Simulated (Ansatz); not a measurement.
# C₂H₅Na: single points off equilibrium

An exercise on one series of results from a longer session: the logs are not shown, and one member is left open.

Method: single points in def2-TZVPP; program: Ansatz 0.2.0, Gaussian basis.

Cores are frozen in the correlated methods. The outer core shell of Li, Na, Mg and K is correlated.

## Where the work starts

SMILES `C[CH2][Na]`, 8 atoms, charge 0, spin multiplicity 1.

Atoms are counted from 1 here; the program's logs count them from 0.

Bond lengths: C1–C2 1.592 Å, C1–H4 1.123 Å, C1–H5 0.978 Å, C1–H6 1.176 Å, C2–Na3 2.311 Å, C2–H7 1.178 Å, C2–H8 0.983 Å. Angles: C2–C1–H4 109.0°, C2–C1–H5 108.7°, C2–C1–H6 105.2°, H4–C1–H5 110.7°, H4–C1–H6 112.7°, H5–C1–H6 110.3°, C1–C2–Na3 114.1°, C1–C2–H7 108.4°, C1–C2–H8 102.6°, Na3–C2–H7 108.2°, Na3–C2–H8 114.2°, H7–C2–H8 109.1°.

Coordinates:

```
atom     x (Å)     y (Å)     z (Å)
  C1  -0.73560   0.32520  -0.28460
  C2   0.74700  -0.14010   0.06300
 Na3   0.86420  -1.77100   1.69570
  H4  -1.33920  -0.57140  -0.58810
  H5  -0.69650   0.97810  -1.01230
  H6  -1.13820   0.83290   0.69710
  H7   1.24240  -0.56570  -0.91750
  H8   1.18690   0.70530   0.30450
```

The first run:

Input file run/in.yaml:

```yaml
crystal:
  periodic: [false, false, false]
  atoms:
    - {symbol: C, position_ang: [-0.735600, 0.325200, -0.284600]}
    - {symbol: C, position_ang: [0.747000, -0.140100, 0.063000]}
    - {symbol: Na, position_ang: [0.864200, -1.771000, 1.695700]}
    - {symbol: H, position_ang: [-1.339200, -0.571400, -0.588100]}
    - {symbol: H, position_ang: [-0.696500, 0.978100, -1.012300]}
    - {symbol: H, position_ang: [-1.138200, 0.832900, 0.697100]}
    - {symbol: H, position_ang: [1.242400, -0.565700, -0.917500]}
    - {symbol: H, position_ang: [1.186900, 0.705300, 0.304500]}
basis:
  gaussian: {orbitals: def2-TZVPP}
correlation: {method: ccsd_t}
output: {forces: true}
```

The command line of these runs was not kept.

Steps of the session up to this table: CCSD(T)/def2-TZVPP; PBE0-D4/def2-TZVPP; wB97M-V/def2-TZVPP; r2SCAN-D4/def2-TZVPP; PBE-D4/def2-TZVPP; r2SCAN0-D4/def2-TZVPP; HSE06-D4/def2-TZVPP.

One of the session's tables, all rows but one given; the rest of the session is left out.

```
    method  RMS force component (eV/Å)  angle to CCSD(T) forces (°)  dipole (D)
   CCSD(T)                       2.444                    reference        5.72
   PBE0-D4                       2.484                          1.8        5.52
   wB97M-V                       2.427                          1.1        5.94
 r2SCAN-D4                       2.443                          1.0        5.45
    PBE-D4                       2.488                          2.5        4.74
r2SCAN0-D4                           ?                            ?           ?
  HSE06-D4                       2.485                          1.8        5.48
```

Estimate the missing values for r2SCAN0-D4.

**Answer.** RMS force component (eV/Å): 2.448; angle to CCSD(T) forces (°): 2.2; dipole (D): 5.95. In the column «RMS force component (eV/Å)» it lies between CCSD(T) (2.444) and PBE0-D4 (2.484).
